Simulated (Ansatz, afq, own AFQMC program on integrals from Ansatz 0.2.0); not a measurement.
Where AFQMC and coupled cluster stand for AlSiH, triplet

```xyz
3

Si    0.0000   -0.0360    1.1654
Al    0.0000   -0.0118   -1.2249
H     0.0000    1.3177    0.3154
```

Connectivity, by distances: SiH–Al.

Basis cc-pVDZ. Noble-gas cores (and the filled d shells of Ga–Kr and In–Xe) are frozen. Ansatz 0.2.0 and our own AFQMC program on the same integrals; the CISD trial comes from CCSD amplitudes, and released means the phaseless constraint is let go. Error bars are statistical, one sigma.

Determinant: UHF, the one that the program's search chose, which needn't be the lowest solution. The geometry is a PBE0/def2-TZVP stationary point of this or a neighbouring charge and spin state.

No full CI on the walks' own integrals is used here; CCSDTQ serves as the reference and is uncertain by about the last step of the cluster series.

Cautions: unrestricted determinant slightly spin contaminated (⟨S²⟩ 2.08 against 2.00); the released energies are still falling, so no released level is given (meV from the phaseless value at times in 1/Eh: -3 ± 3 at 0.24, -7.1 ± 2.5 at 0.51, -12 ± 3 at 0.99, -13.9 ± 2.2 at 1.62, -17.3 ± 2.0 at 2.40).

The T1 diagnostic is 0.0372 and the weight of the determinant in the CISD state is 0.849. The ⟨S²⟩ of the determinant is 2.078 and the size of the correlated space is 8 electrons in 31 orbitals.

```tsv
level	correlation energy (eV)
MP2	-3.2074
CCSD	-4.1635
CCSD(T)	-4.3393
```

Q: Estimate where phaseless AFQMC with a CISD trial lies against CCSD(T) on the same integrals.

A: 0.80 ± 0.09 kcal/mol below CCSD(T).

Reference: CCSDTQ, correlation energy -4.397 eV.

```
        level  E − E(reference) (kcal/mol)  share of correlation (%)
      CCSD(T)                         1.32                     98.70
        CCSDT                         0.29                     99.71
     CCSDT(Q)                         0.01                     99.99
  ph-AFQMC/HF                  1.59 ± 0.41                     98.43
ph-AFQMC/CISD                  0.52 ± 0.09                     99.48
```

CCSDT and higher add their correlation energy to the determinant of the CCSD(T) run, since their own runs factorise the integrals more tightly (a shift of under 2 meV). A walk keeps the symmetry of its determinant, which the program's search chose and which needn't be the lowest solution, so a lower state of the same spin and another symmetry isn't excluded.
